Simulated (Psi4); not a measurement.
**UMP2/def2-SVP (density fitting, density fitting for correlation, sweep point 4) run of NS (Mononitrogen monosulfide)**

Aim: the vertical doublet–quartet gap of NS (Mononitrogen monosulfide) at UMP2/def2-SVP (density fitting, density fitting for correlation, sweep point 4), from 2 runs. 

The results are computed with Psi4 1.11.

13 further runs of the same task are left out: 12 that didn't finish, 1 set aside as unsound or not needed.

### 1 The structure to begin with

NS has 2 atoms, charge 0, and is taken as a doublet. SMILES: `[N]=S`. Geometry: relaxed at PBE0-D4/def2-TZVP.

Bond lengths: N1–S2 1.486 Å.

### 2 The energy at UMP2/def2-SVP (density fitting, density fitting for correlation, sweep point 4)

The input, input.inp:

```
memory 1600 MB

molecule {
  0 2
  N      0.000000     0.000000    -0.011220
  S      0.000000     0.000000     1.474400
  symmetry c1
}

set {
  basis def2-SVP
  reference uhf
  puream true
  scf_type df
  num_frozen_docc 6
  maxiter 100
}

e, wfn = energy("mp2", return_wfn=True)
```

Started as:

```
$ psi4 -n 1 input.inp input.out
```

input.out:

```text
[...]
  Running in c1 symmetry.
[...]
  Nuclear repulsion =   39.894352253631489
[...]
  Multiplicity = 2
[...]
  Nalpha       = 12
  Nbeta        = 11
[...]
    Number of basis functions: 32
[...]
   @DF-UHF iter   1:  -451.66504392701853   -5.23574e-01   9.43171e-03 ADIIS/DIIS
[...]
   @DF-UHF iter  21:  -451.72849279531869    4.42242e-11   8.32976e-09 DIIS
[...]
   @S^2 Observed:                8.502914431E-01
[...]
    Orbital Energies [Eh]
    ---------------------
    Alpha Occupied:
       1A    -91.993085     2A    -15.658673     3A     -9.030862
       4A     -6.720001     5A     -6.719000     6A     -6.715551
       7A     -1.247678     8A     -0.820736     9A     -0.618356
      10A     -0.560913    11A     -0.499703    12A     -0.364529
    Alpha Virtual:
      13A      0.048704    14A      0.248289    15A      0.484228
      16A      0.832195    17A      0.832370    18A      0.834021
      19A      0.842001    20A      0.853273    21A      0.890071
      22A      0.903854    23A      0.948318    24A      0.997551
      25A      1.047504    26A      1.062819    27A      1.454884
[...]
  @DF-UHF Final Energy:  -451.72849279531869
   => Energetics <=
    Nuclear Repulsion Energy =             39.8943522536314887
    One-Electron Energy =                -702.0820729921958900
    Two-Electron Energy =                 210.4592279432457076
    Total Energy =                       -451.7284927953186866
  UHF NO Occupations:
  HONO-2 :   10  A 1.9948666
  HONO-1 :   11  A 1.9562965
[...]
 Multipole Moments:
 ------------------------------------------------------------------------------------
     Multipole            Electronic (a.u.)      Nuclear  (a.u.)        Total (a.u.)
 ------------------------------------------------------------------------------------
 L = 1.  Multiply by 2.5417464519 to convert [e a0] to [Debye]
 Dipole X            :          0.0000000            0.0000000            0.0000000
 Dipole Y            :         -0.0000000            0.0000000           -0.0000000
 Dipole Z            :          0.6727626            0.0149414            0.6877040
 Magnitude           :                                                    0.6877040
[...]
```

Run time: 2.9 s. Hardware: 1 thread of Intel Xeon at 2.70GHz, shared host; peak memory 0.19 GiB.

### 3 The quartet, same level

The input, calc.inp:

```
memory 1600 MB

molecule mol {
  0 4
  N      0.000000     0.000000    -0.011220
  S      0.000000     0.000000     1.474400
  units angstrom
  symmetry c1
}

set {
  basis def2-SVP
  reference uhf
  puream true
  scf_type df
  num_frozen_docc 6
  maxiter 100
}

E = energy("mp2")
print_variables()
```

Started as:

```
$ psi4 -i calc.inp -o calc.out -n 1
```

calc.out:

```text
[...]
  Running in c1 symmetry.
[...]
  Nuclear repulsion =   39.894352253631489
[...]
  Multiplicity = 4
[...]
  Nalpha       = 13
  Nbeta        = 10
[...]
    Number of basis functions: 32
[...]
   @DF-UHF iter   1:  -451.56605756138958   -4.24588e-01   7.49737e-03 DIIS/ADIIS
[...]
   @DF-UHF iter  14:  -451.63606021208693   -4.54747e-13   5.12381e-09 DIIS
[...]
   @S^2 Observed:                3.788405724E+00
[...]
    Orbital Energies [Eh]
    ---------------------
    Alpha Occupied:
       1A    -91.972528     2A    -15.697313     3A     -9.006877
       4A     -6.697332     5A     -6.695619     6A     -6.695619
       7A     -1.308828     8A     -0.912107     9A     -0.656915
      10A     -0.651566    11A     -0.651566    12A     -0.370111
      13A     -0.370111
    Alpha Virtual:
      14A      0.252369    15A      0.497066    16A      0.745348
      17A      0.847896    18A      0.847896    19A      0.857351
      20A      0.857351    21A      0.876802    22A      0.876802
      23A      0.888609    24A      0.990442    25A      0.990442
[...]
  @DF-UHF Final Energy:  -451.63606021208693
   => Energetics <=
    Nuclear Repulsion Energy =             39.8943522536314887
    One-Electron Energy =                -702.1279131080332263
    Two-Electron Energy =                 210.5975006423147988
    Total Energy =                       -451.6360602120869316
  UHF NO Occupations:
  HONO-2 :   11  A 1.0000000
  HONO-1 :   12  A 1.0000000
[...]
 Multipole Moments:
 ------------------------------------------------------------------------------------
     Multipole            Electronic (a.u.)      Nuclear  (a.u.)        Total (a.u.)
 ------------------------------------------------------------------------------------
 L = 1.  Multiply by 2.5417464519 to convert [e a0] to [Debye]
 Dipole X            :          0.0000000            0.0000000            0.0000000
 Dipole Y            :          0.0000000            0.0000000            0.0000000
 Dipole Z            :         -0.1742303            0.0149414           -0.1592888
 Magnitude           :                                                    0.1592888
[...]
```

Run time: 2.6 s. Hardware: 1 thread of Intel Xeon at 2.70GHz, shared host; peak memory 0.19 GiB.

### 4 What came out

Level: UMP2/def2-SVP (density fitting, density fitting for correlation, sweep point 4), 6 core orbitals frozen.

| quantity | value |
| --- | --- |
| doublet: total energy | -451.99693 Eh |
| doublet: HOMO energy (Hartree–Fock orbitals) (highest over α and β) | -9.92 eV |
| doublet: LUMO energy (Hartree–Fock orbitals) (lowest over α and β) | 1.01 eV |
| doublet: correlation energy (6 core orbitals frozen) | -268.4 mEh |
| doublet: ⟨S²⟩ of the reference determinant | 0.850 |
| quartet: total energy | -451.85923 Eh |
| quartet: HOMO energy (Hartree–Fock orbitals) (highest over α and β) | -10.07 eV |
| quartet: LUMO energy (Hartree–Fock orbitals) (lowest over α and β) | -0.95 eV |
| quartet: correlation energy (6 core orbitals frozen) | -223.2 mEh |
| quartet: ⟨S²⟩ of the reference determinant | 3.788 |
| vertical energy of the quartet above the doublet | 3.747 eV |

In words: At this shape the quartet lies 3.75 eV (362 kJ/mol) above the doublet. ⟨S²⟩ (doublet) is 0.85 where a pure doublet has 0.75: the reference is spin-contaminated.
